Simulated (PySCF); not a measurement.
## Adding and removing an electron: BCl

RHF-MP2; B def2-TZVPPD, Cl def2-TZVPPD; no relativity (PySCF 2.14). Neutral (RHF): singlet (closed shell), Re = 1.713 Å, ωe = 857 cm⁻¹, De = 5.37 eV.

BCl⁺ (UHF): doublet (σ ↑), Re = 1.597 Å, ωe = 1174 cm⁻¹, De = 4.03 eV to B⁺ + Cl. The energies at the minima are -484.41000 hartree for BCl and -484.05716 for BCl⁺.

Problem. Work out the adiabatic ionisation energy, without and with harmonic zero-point energies (1 hartree = 27.2114 eV, 1 eV = 8065.5 cm⁻¹), and the change of the bond length.

Solution. At MP2: 0.35284 hartree = 9.601 eV between the minima; the zero-point term (1174.0 − 857.0)/2 cm⁻¹ = +0.020 eV makes it 9.621 eV. Re changes by -11.6 pm against the neutral. The electron leaves a σ orbital, and the shorter bond of the ion fits an antibonding orbital, or a change in how ionic the bond is.

Correlated steps freeze 6 core orbitals. For an ion De counts to the pair picked by the measured ionisation energies or electron affinities, which need not be the lowest pair at this level. Where the molecule has an RHF reference, its open-shell atoms are computed with UHF. States were picked by a PBE0 search and need not be the measured ground states.

Neutral and ion stand on different kinds of reference determinant, which adds to the error of the difference.
